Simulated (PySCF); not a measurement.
# C5H11N: the cost of one run

Computed with PySCF 2.14.0 and routines of our own; the level stands in each step. Atoms count from 0.

### Step 1. The system as given

17 atoms, charge 1, multiplicity 2; geometry from: GFN2-xTB.

### Step 2. Open-shell or spin-flip excitations: unrestricted TDA PBE0/def2-SVPD

What the job is given:

```
{"job": {"kind": "uabs", "xc": "PBE0", "basis": "def2-SVPD", "nstates": 10, "tda": true}, "charge": 1, "multiplicity": 2}
C     -1.601070    -1.088765     0.656751
N     -0.629815    -0.208441     0.097860
C     -1.123461     0.836067    -0.737602
C      0.704184    -0.358773     0.397085
C      1.663815     0.838533     0.428766
C      1.805658    -0.143166    -0.659987
H     -2.425384    -0.517124     1.092424
H     -1.168012    -1.731643     1.419875
H     -2.035155    -1.723520    -0.124954
H     -1.939700     0.461928    -1.358778
H     -0.347531     1.251037    -1.376174
H     -1.534631     1.651066    -0.128308
H      0.894522    -1.150698     1.110551
H      2.375260     0.829057     1.240945
H      1.250250     1.812342     0.216079
H      1.491517     0.113889    -1.660148
H      2.612555    -0.859759    -0.624296
```

Method: unrestricted TDA PBE0/def2-SVPD, vertical, gas phase, core orbitals frozen in the response.

Run with:

```console
OMP_NUM_THREADS=1 python excited_run.py task.json out
```

The driver reads the jobs from task.json and runs them one after another.

Q: Estimate the wall time and peak memory of this first job on 1 thread of Arm Neoverse V2, shared host.

About 52 s, with a peak of 0.71 GiB.
